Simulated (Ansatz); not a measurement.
Input file:

```yaml
crystal:
  periodic: [false, false, false]
  atoms:
    - {symbol: B, position_ang: [0.084423, 0.044903, 2.280593]}
    - {symbol: B, position_ang: [-0.080451, 0.058369, 0.770538]}
    - {symbol: S, position_ang: [-0.003831, -0.072635, -0.991522]}
    - {symbol: H, position_ang: [0.079278, 1.203024, -1.183230]}
basis:
  gaussian: {orbitals: cc-pVDZ, point_charges: [{charge: -1.00, position_ang: [4.494, 0.989, -0.635]}]}
magnetization: {spin_polarized: true, initial_magnetization: 3}
correlation: {method: ccsd, electrons: outside_noble_gas}
scf: {lower_state_search: light}
```

```sh
$ ansatz run in.yaml --threads 1 --pin off --events-out ev --progress --plain --max-ram 2393MiB
```

Task: Roughly how long does this take on 1 thread of Arm Neoverse V1, shared host, and how much host memory?

Result: 1.5 s wall and 0.14 GiB.

```
503 factors; integrals over basis functions are off by at most 1.3e-3 eV
mean field evaluation 1: about -12171.0535 eV, gradient 1.1e1 eV
mean field evaluation 2: about -12171.2104 eV, gradient 1.1e1 eV
mean field evaluation 4: about -12173.3384 eV, gradient 2.1e0 eV
mean field evaluation 8: about -12173.4705 eV, gradient 2.3e-1 eV
mean field evaluation 16: about -12171.0526 eV, gradient 1.1e1 eV
mean field evaluation 32: about -12169.1378 eV, gradient 5.9e-1 eV
mean field evaluation 64: about -12168.8401 eV, gradient 3.4e-1 eV
mean field -12173.47229259 eV, -447.3668552768 hartree, gradient 3.9e-6 eV, S^2 3.754772; 0 other end points of the search recorded, 0 dependent functions left out
7 core orbitals not correlated: weight in the atoms' cores, before any rotation towards them, 1.000 or more for the frozen orbitals, at most 0.000 for the correlated occupied ones
reference -12173.47229259 eV, -447.3668552768 hartree; 8, 5 occupied and 36, 39 virtual orbitals, 503 factors
second order -6.30842581 eV of doubles, -0.00000000 eV of singles
cycle   1  -6.94911449 eV  change   -6.4e-1 eV  update   7.5e-2
cycle   2  -7.19984176 eV  change   -2.5e-1 eV  update   2.9e-2
cycle   3  -7.24912951 eV  change   -4.9e-2 eV  update   1.6e-2
cycle   4  -7.25146924 eV  change   -2.3e-3 eV  update   7.4e-3
cycle   5  -7.25207519 eV  change   -6.1e-4 eV  update   2.8e-3
cycle   6  -7.25266923 eV  change   -5.9e-4 eV  update   9.0e-4
cycle   7  -7.25290192 eV  change   -2.3e-4 eV  update   3.4e-4
cycle   8  -7.25294522 eV  change   -4.3e-5 eV  update   1.1e-4
cycle   9  -7.25294232 eV  change    2.9e-6 eV  update   4.5e-5
cycle  10  -7.25293302 eV  change    9.3e-6 eV  update   1.6e-5
Total energy: -12180.72522561 eV, -447.6333956490 hartree
```
